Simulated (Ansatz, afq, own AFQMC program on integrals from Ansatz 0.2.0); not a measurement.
**Atomization energy of SiC, singlet**

```xyz
2

Si    0.0000    0.0000    0.0000
C     0.0000    0.0000    1.6358
```

Atoms in their ground-state spins without spin–orbit coupling (mostly on UHF) minus the molecule (RHF), without zero-point energy. The geometry is a stationary point, not shown to be a minimum.

Basis 6-31G. Only valence electrons are correlated. Ansatz 0.2.0 and our own AFQMC program on the same integrals; the CISD trial comes from CCSD amplitudes, and released means the phaseless constraint is let go. Error bars are statistical, one sigma. The errors of all members are added in quadrature.

Full CI on the same integrals is exact in this basis and with this determinant's frozen core.

Errors are counted within 6-31G, not against nature.

Cautions: SiC (singlet): another spin lies lower, restricted determinant unstable towards unrestricted (UHF 2.10 eV lower, ⟨S²⟩ 2.11), the search met a lower determinant of the same kind, perhaps of another symmetry (158 meV lower), and this one is a saddle point, strong correlation (T1 0.091, weight of the determinant 0.71, largest double 0.21), (T) is large, 9 % of the CCSD correlation, (Q) is large, 101 meV, so the cluster series hasn't closed, the released energy hasn't reached full CI (115 meV above it at 2.40 1/Eh), so no released level is given (meV from the phaseless value at times in 1/Eh: -31 ± 19 at 0.24, -54 ± 20 at 0.51, -113 ± 20 at 0.99, -148 ± 22 at 1.62, -116 ± 29 at 2.40), CCSDTQ on the UHF determinant differs (137 meV lower), perhaps since the unrestricted series falls towards higher spin, its ph-AFQMC/CISD value lies 231 ± 19 meV above full CI.

| level | atomization energy (eV) |
| --- | --- |
| CCSD | 2.347 |
| HF | -1.329 |

(1) From these cheaper values, estimate the atomization energy at the reference level in 6-31G.

(1) 2.840 eV (full CI in 6-31G).

| level | atomization energy (eV) | error against FCI (eV) |
| --- | --- | --- |
| MP2 | 2.329 | -0.511 |
| CCSD(T) | 2.791 | -0.049 |
| CCSDT | 2.764 | -0.076 |
| CCSDT(Q) | 2.865 | 0.025 |
| ph-AFQMC/CISD | 2.611 ± 0.019 | -0.229 ± 0.019 |

Correlation beyond CCSD(T) adds 0.049 eV. The perturbative (T) step is worth +0.445 eV. Where the cautions show a poor determinant, the low rows tell how each method copes with it, not its usual error.

CCSDT and higher add their correlation energy to the determinant of the CCSD(T) run, since their own runs factorise the integrals more tightly (a shift of under 2 meV). A walk keeps the symmetry of its determinant, which the program's search chose and which needn't be the lowest solution, so a lower state of the same spin and another symmetry isn't excluded.
